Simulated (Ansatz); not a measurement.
What a trial cell of BeGa₂ relaxes into

Theory: Ansatz 0.2.0, DFT PBE, scalar-relativistic, plane waves, PAW. Cutoff 420 eV, Γ-centred k mesh, Gaussian smearing, no spin polarisation in the final step.

A relaxed cell is given with its space group left out.

```yaml
crystal:
  lattice:
    - [4.54688, 0.00000, 0.00000]
    - [-2.27344, 3.93771, 0.00000]
    - [0.00000, 0.00000, 2.60713]
  atoms:
    - { symbol: Be, position: [0.00000, 0.00000, 0.00000] }
    - { symbol: Ga, position: [0.33333, 0.66667, 0.50000] }
    - { symbol: Ga, position: [0.66667, 0.33333, 0.50000] }
```

The zero of energy is the elements' standard structures at the same level; no fitted shifts are applied.

Task: What space group does it have?

Result: P6/mmm (No. 191). Conventional cell: a = 4.547 Å, c = 2.607 Å. Around Be lie 2 Be at 2.61 Å and 12 Ga at 2.93 Å; around Ga lie 5 Ga at 2.61–2.63 Å and 6 Be at 2.93 Å.

Task: What is its formation energy per atom?

Result: 0.43 eV/atom.

Task: Is it a metal?

Result: Yes, bands cross the Fermi level on the 12×12×16 mesh.

The final run used a 12×12×16 mesh on its 3-atom cell and 0.10 eV smearing. The k mesh leaves about 4 meV/atom of noise in metals. The cell came from a trial start, so BeGa₂ may not exist in this structure.

Cost: 3 runs of about 1.6 core-minutes in all, on Arm Neoverse V1 (shared hosts).